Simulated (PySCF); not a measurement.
formaldehyde (CH2O), SMILES C=O.

Geometry: PBE0-D3(BJ)/def2-TZVPD.

These are r2SCAN/def2-TZVPD (PySCF) values and carry that method's errors.

Symmetry labels are those of the subgroup C2v that the program uses (full group C2v).

Computed valence orbital energies around the gap with their symmetry:
```
orbital  symmetry  energy (eV)
-------  --------  -----------
HOMO−7         A1      -516.32
HOMO−6         A1      -275.79
HOMO−5         A1       -28.16
HOMO−4         A1       -16.49
HOMO−3         B2       -12.70
HOMO−2         A1       -11.49
HOMO−1         B1       -10.43
HOMO           B2        -6.54
LUMO           B1        -2.30
LUMO+1         A1         0.81
LUMO+2         A1         2.09
LUMO+3         B2         2.21
```
